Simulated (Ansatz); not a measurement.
Results of LDA in Ansatz (PAW) for hcp Zr.

Numerical settings: plane-wave cutoff 520 eV, 18×18×12 k mesh (along the axes of the cell as run), Fermi–Dirac smearing 0.05 eV, scalar-relativistic PAW data made under PBE.

Shape and atoms are relaxed at each volume.

Pressure at four volumes; x = ln(V/21.785 Å³). One pressure is withheld.

```json
[
 {"V (Å³/atom)": "20.914", "x": "-0.0408", "P (GPa)": "4.43"},
 {"V (Å³/atom)": "21.785", "x": "0.0000", "P (GPa)": "0.00"},
 {"V (Å³/atom)": "22.221", "x": "0.0198", "P (GPa)": "-1.97"},
 {"V (Å³/atom)": "22.657", "x": "0.0392", "P (GPa)": "?"}
]
```

Q: Pass a parabola P(x) through the three rows shown, estimate the bulk modulus and its pressure derivative near zero pressure, and predict the withheld pressure.

A: Slopes between the rows: (0.00 − (4.43))/(0.0000 − (-0.0408)) = -108.58 and (-1.97 − (0.00))/(0.0198 − (0.0000)) = -99.49 GPa. Their difference over the span 0.0606 is c = 9.09/0.0606 = 150.0 GPa, so P(x) = 4.43 + (-108.58)(x − (-0.0408)) + 150.0 (x − (-0.0408))(x − (0.0000)). At the middle row B = −dP/dx = −[-108.58 + 150.0 × 0.0408] = 102.5 GPa, and B′ = dB/dP = 2c/B = 2.9. At x = 0.0392 the parabola gives -3.79 GPa; the run gives -3.79 GPa. The Birch–Murnaghan fit to the energies at all volumes has B0 = 102 GPa and B′ = 2.9.

Measured, for comparison: bulk modulus 95.9 GPa (zero-point energy and finite temperature contributions removed, sources range from 84.3 to 95.9; as tabulated in doi:10.1021/acs.jctc.3c00612). Computed less measured: bulk modulus +6 % (+6 % to +21 % over the range).

Ansatz is a program for electronic structure.
